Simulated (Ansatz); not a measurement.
`C=C=CF` and `C=C=CCl` differ in one element.

Ansatz, PBE0-D4/def2-TZVP geometries, multiplicity 1. 

| property | `C=C=CF` |
| --- | --- |
| HOMO energy (ωB97M-V/def2-TZVPP) / eV | -9.73 |
| LUMO energy (ωB97M-V/def2-TZVPP) / eV | 1.51 |
| ideal-gas entropy at 298 K and 1 bar (rigid rotor, harmonic PBE0-D4/def2-TZVP) / J/(mol·K) | 277 |
| HOMO–LUMO gap (PBE0/def2-TZVPP) / eV | 6.84 |
| LUMO energy (B3LYP/def2-TZVPP) / eV | -0.90 |
| size of the dipole moment (PBE/def2-TZVPP) / D | 1.56 |

What does the change do to each property? (Best estimate.)

Ansatz gave: 
| property | `C=C=CCl` | shift |
| --- | --- | --- |
| HOMO energy (ωB97M-V/def2-TZVPP) / eV | -9.53 | 0.20 |
| LUMO energy (ωB97M-V/def2-TZVPP) / eV | 1.43 | -0.08 |
| ideal-gas entropy at 298 K and 1 bar (rigid rotor, harmonic PBE0-D4/def2-TZVP) / J/(mol·K) | 288 | 11 |
| HOMO–LUMO gap (PBE0/def2-TZVPP) / eV | 6.62 | -0.22 |
| LUMO energy (B3LYP/def2-TZVPP) / eV | -0.96 | -0.06 |
| size of the dipole moment (PBE/def2-TZVPP) / D | 1.54 | -0.02 |

With PBE0 the HOMO rises by 0.13 eV and the LUMO falls by 0.09 eV, so the gap narrows by about 0.22 eV. PBE moves the HOMO by 0.04 eV and ωB97M-V by 0.20 eV. Dipoles are sizes alone; their direction can turn.

B3LYP here is the variant with VWN-RPA as its local correlation; programs differ in this.
